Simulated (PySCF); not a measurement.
Continuum solvent and chemical shifts

Molfile (atoms numbered from 1):
```
CH4ClSi
     RDKit          3D

  7  6  0  0  0  0  0  0  0  0999 V2000
   -1.1310    0.6637    0.5353 C   0  0  0  0  0  0  0  0  0  0  0  0
    0.6586    1.1720    1.1509 Si  0  0  0  0  0  3  0  0  0  0  0  0
    1.6318   -0.8193    0.7262 Cl  0  0  0  0  0  0  0  0  0  0  0  0
   -1.6298    0.0140    1.2765 H   0  0  0  0  0  0  0  0  0  0  0  0
   -1.1309    0.1315   -0.4321 H   0  0  0  0  0  0  0  0  0  0  0  0
   -1.7533    1.5733    0.4298 H   0  0  0  0  0  0  0  0  0  0  0  0
    1.0691    1.8170   -0.2046 H   0  0  0  0  0  0  0  0  0  0  0  0
  1  2  1  0
  2  3  1  0
  1  4  1  0
  1  5  1  0
  1  6  1  0
  2  7  1  0
M  CHG  1   2  -1
M  END
```

GIAO PBE0/pcSseg-1 in PySCF 2.14.0 with density-fitted response routines on one PBE0-D3(BJ)/def2-SVP conformer, non-relativistic, equivalent nuclei averaged. Solvents enter as an IEF-PCM continuum (benzene with ε = 2.3, chloroform with ε = 4.7) around the gas-phase geometry. Shifts are referred to TMS computed in the same medium.

Gas phase, δ in ppm: C1 14.1, Si2 60.5, H7 5.94, H4/H5/H6 0.28. Dipole moment 2.09 D.

Q: How does each δ change in the continuum?

A: 
```
   atoms                               environment  Δδ, benzene  Δδ, chloroform
      C1                methyl carbon bonded to Si         -0.4            -0.7
     Si2                silicon bonded to C, Cl, H         +0.2            +0.1
      H7     hydrogen on a silicon bonded to C, Cl        -0.15           -0.22
H4/H5/H6  hydrogen on a methyl carbon bonded to Si        +0.12           +0.19
```

Changes are relative to the gas phase. The dipole moment becomes 2.41 D in benzene, 2.62 D in chloroform.

Q: Which nuclei move most (in ppm), and what does the model miss?

A: C1 (methyl carbon bonded to Si, -0.7 ppm) in chloroform. A continuum only polarises the solute; specific hydrogen bonds, the anisotropy of aromatic solvents and changes of geometry or conformer are outside it, as are counter-ions.
